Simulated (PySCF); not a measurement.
Magnetic susceptibility: SMILES S=[PH]1C=CC=C1, C4H5PS

Geometry:
```tsv
atom	x (Å)	y (Å)	z (Å)
S1	2.639	-0.116	1.557
P2	1.308	-0.257	0.154
C3	0.374	1.205	-0.392
C4	-0.941	0.929	-0.347
C5	-1.278	-0.429	0.121
C6	-0.220	-1.199	0.432
H7	1.758	-0.793	-1.094
H8	0.830	2.148	-0.693
H9	-1.722	1.643	-0.622
H10	-2.317	-0.758	0.209
H11	-0.250	-2.221	0.812
```

Computed with GIAO CAM-B3LYP/pcSseg-1 magnetisability, rotational g tensor and spin-rotation constants, non-relativistic, gas phase (PySCF). Geometry: PBE0-D3(BJ)/def2-SVP.

(1) How diamagnetic is it, and how anisotropic?

(2) Split it along the inertial axes a, b, c into diamagnetic and paramagnetic parts about the centre of mass, with the quadrupole moment.

(3) And the rotational g tensor?

Results:

(1) Isotropic -1129 × 10⁻³⁰ J/T², or -68.0 × 10⁻⁶ cm³/mol; principal values -1438, -987, -963 × 10⁻³⁰ J/T², anisotropy 464 × 10⁻³⁰ J/T² (root of half the summed squared differences of the principal values). The susceptibility is in cgs units.

(2) 
```
axis  χ (10⁻⁶ cm³/mol)  diamagnetic (10⁻⁶ cm³/mol)  paramagnetic (10⁻⁶ cm³/mol)  summed x² of all electrons (Å²)  quadrupole Θ (D Å)
   a             -64.0                      -309.5                        245.5                            159.1               -3.72
   b             -58.0                      -766.6                        708.7                             51.3               +5.94
   c             -82.0                      -892.7                        810.7                             21.6               -2.22
```
Anisotropies 2χaa − χbb − χcc = +12.0 and 2χbb − χaa − χcc = +30.1 × 10⁻⁶ cm³/mol. Θ is traceless in Buckingham's convention.

(3) 
```csv
axis,rotational constant (GHz),g,nuclear part,electronic part
a,5.8693,-0.0639,0.6131,-0.6770
b,1.7097,-0.0280,0.5412,-0.5692
c,1.4569,-0.0041,0.5507,-0.5548
```
Asymmetric top; isotopes 12C, 1H, 31P, 32S; no vibrational averaging.
